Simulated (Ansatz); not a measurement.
## Torsion profile

CH$_{5}$NSi (SMILES C[Si]N), closed shell, at its PBE0-D4/def2-TZVP minimum:

C1  (-0.660, 0.825, -0.552)
Si2  (0.964, 0.654, 0.428)
N3  (0.932, -1.034, 0.691)
H4  (-1.026, -0.102, -1.004)
H5  (-0.562, 1.583, -1.334)
H6  (-1.431, 1.195, 0.136)
H7  (1.651, -1.502, 1.220)
H8  (0.225, -1.676, 0.360)
(Å)

The dihedral angle H4–C1–Si2–N3 (-19.7° at the minimum) is set to the values below, with the rest relaxed at PBE0-D4/def2-TZVP at each step (the four atoms are held in place, so their three bonds and two angles keep the values of the minimum). Each method's energies count from its own value at the PBE0-D4 minimum structure. Computed with Ansatz 0.2.0 (basis: def2-TZVPP); correlated methods freeze the cores. B3LYP uses VWN-RPA correlation.

```tsv
dihedral angle (°)	CCSD(T) (eV)	PBE-D4 (eV)	PBE0-D4 (eV)
-15.7	0.0002	-0.0004	0.0000
-0.7	0.0009	-0.0008	0.0002
14.3	0.0003	-0.0005	0.0000
29.3	0.0004	0.0017	0.0008
44.3	0.0040	0.0065	0.0045
59.3	0.0095	0.0120	0.0098
74.3	0.0136	0.0157	0.0143
89.3	0.0156	0.0164	0.0164
```

Largest difference from the CCSD(T) curve over the scan: r2SCAN-D4 0.0007; B3LYP-D4 0.0008; wB97M-V 0.0015; HF 0.0065 eV. Each curve counts from its own value at the minimum.

No T1 diagnostic of these runs exceeds 0.014. The restricted Hartree–Fock reference is unstable towards an unrestricted one here.

For scale, one of the runs: CCSD(T)/def2-TZVPP, 174 basis functions (an equivalent command: `ansatz run in.yaml --threads 2`). The run took 26 s on 2 CPU threads (shared host), with 1.5 GiB of host memory at its peak.
